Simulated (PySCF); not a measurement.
**Basis-set dependence of BCl at r²SCAN**

PySCF, UKS reference; singlet, unpaired electrons none; De to B + Cl without counterpoise correction.

| basis | relativity | functions | Re (Å) | ωe (cm⁻¹) | De (eV) | μ (D) |
| --- | --- | --- | --- | --- | --- | --- |
| x2c-SVPall | spin-free X2C | 32 | 1.726 | 840 | 5.39 | 1.80 |
| cc-pVDZ/cc-pV(D+d)Z | no relativity | 37 | 1.741 | 826 | 5.31 | 1.50 |
| 6-311G(d,p) | no relativity | 44 | 1.732 | 823 | 5.29 | 1.37 |
| def2-TZVPP | no relativity | 73 | 1.724 | 827 | 5.35 | 1.69 |
| def2-TZVPPD | no relativity | 88 | 1.724 | 826 | 5.35 | 1.66 |

**Question.** How does each smaller set differ from the one with most functions, def2-TZVPPD?

**Answer.** x2c-SVPall: +0.2 pm, +1.7 % in ωe, +0.04 eV in De; cc-pVDZ/cc-pV(D+d)Z: +1.7 pm, +0.0 % in ωe, -0.04 eV in De; 6-311G(d,p): +0.8 pm, -0.4 % in ωe, -0.06 eV in De; def2-TZVPP: +0.0 pm, +0.1 % in ωe, +0.00 eV in De. All at r²SCAN; the set with most functions is neither the basis-set limit nor always the best. The rows treat relativity differently, so the differences are not basis effects alone.

A positive dipole means B(−)Cl(+).
